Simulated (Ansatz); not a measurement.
**BH₃F (doublet): from Hartree-Fock to the top rungs at distance B1–H4 along a hydrogen transfer = 1.533 Å, cc-pVDZ**

Aim: climb from Hartree-Fock through coupled cluster and multireference methods for BH₃F (doublet) at one geometry and basis, and see what each rung misses.

Method: cc-pVDZ, correlated electrons: outside noble gas; program: Ansatz 0.2.0, Gaussian basis.

Plan: UHF; CCSD(T) on ROHF; CCSD(T) on UHF; BCCD(T) on ROHF; CISD; CCSDT(Q) on ROHF; CCSDT(Q) on UHF; CASSCF and MRCISD+Q, 3 electrons in 3 orbitals; CASSCF and NEVPT2, 3 electrons in 3 orbitals.

### Step 1. The geometry

The geometry derives from fragments relaxed apart (PBE0/def2-TZVP) and kept rigid, so it is no stationary point. A hydrogen atom is moved between rigid fragments.

5 atoms, charge 0, spin multiplicity 2.

Atoms are counted from 1 here; the program's logs count them from 0.

Bond lengths: B1–H2 1.193 Å, B1–H3 1.193 Å, H4–F5 1.154 Å. Angles: H2–B1–H3 120.0°.

Coordinates:

```
B    -1.56521    0.00000    0.00000
H    -2.16194    1.03357    0.00000
H    -2.16194   -1.03357    0.00000
H    -0.03221    0.00000    0.00000
F     1.12179    0.00000    0.00000
```

In the tables R marks a restricted open-shell determinant and U an unrestricted one; 'pair' is the active space of 3 electrons in 3 orbitals; correlation energies count from the lowest restricted Hartree-Fock solution.

### Step 2. UHF

File in.yaml:

```yaml
crystal:
  periodic: [false, false, false]
  atoms:
    - {symbol: B, position_ang: [-1.565212, 0.000000, 0.000000]}
    - {symbol: H, position_ang: [-2.161945, 1.033571, 0.000000]}
    - {symbol: H, position_ang: [-2.161945, -1.033571, 0.000000]}
    - {symbol: H, position_ang: [-0.032212, 0.000000, 0.000000]}
    - {symbol: F, position_ang: [1.121788, 0.000000, 0.000000]}
basis:
  gaussian: {orbitals: cc-pVDZ}
magnetization: {spin_polarized: true, initial_magnetization: 1}
hamiltonian: {xc: hf}
output: {orbitals: {seedname: orbitals}}
```

Launch:

```bash
> ansatz run in.yaml --threads 1 --pin off --events-out ev --progress --plain --max-ram 2393MiB
```

Further steps of the session: CCSD(T) on ROHF; CCSD(T) on UHF; BCCD(T) on ROHF; CISD; CCSDT(Q) on ROHF; CCSDT(Q) on UHF; CASSCF and MRCISD+Q, 3 electrons in 3 orbitals; CASSCF and NEVPT2, 3 electrons in 3 orbitals.

Before running them: what should the planned runs give, taken together? Wanted: correlation energy, UCCSDT(Q); RMP2 from UCCSDT(Q); UMP2 from UCCSDT(Q); RCCSD from UCCSDT(Q); RCCSD(T) from UCCSDT(Q); UCCSD(T) from UCCSDT(Q); RCCSDT(Q) from UCCSDT(Q); NEVPT2 pair from UCCSDT(Q); MRCISD+Q pair from UCCSDT(Q).

The runs gave:

| quantity | value |
| --- | --- |
| correlation energy, UCCSDT(Q) | -8.6698 eV |
| RMP2 from UCCSDT(Q) | +811.3 meV |
| UMP2 from UCCSDT(Q) | +904.0 meV |
| RCCSD from UCCSDT(Q) | +169.5 meV |
| RCCSD(T) from UCCSDT(Q) | +35.5 meV |
| UCCSD(T) from UCCSDT(Q) | +36.0 meV |
| RCCSDT(Q) from UCCSDT(Q) | +1.0 meV |
| NEVPT2 pair from UCCSDT(Q) | +802.9 meV |
| MRCISD+Q pair from UCCSDT(Q) | +87.1 meV |
| levels within 1 kcal/mol (43 meV) | RCCSD(T), UCCSD(T), BCCD(T), RCCSDT, UCCSDT, RCCSDT(Q) |
| T1 diagnostic | 0.022 |

**Reading.** RCCSD(T) misses by +35.5 meV, 0.4 % of the correlation energy. Of the multireference levels listed MRCISD+Q pair comes nearest (+87.1 meV). These misses are within one basis and frozen core, not against nature; frozen cores of the runs differ by up to some meV.
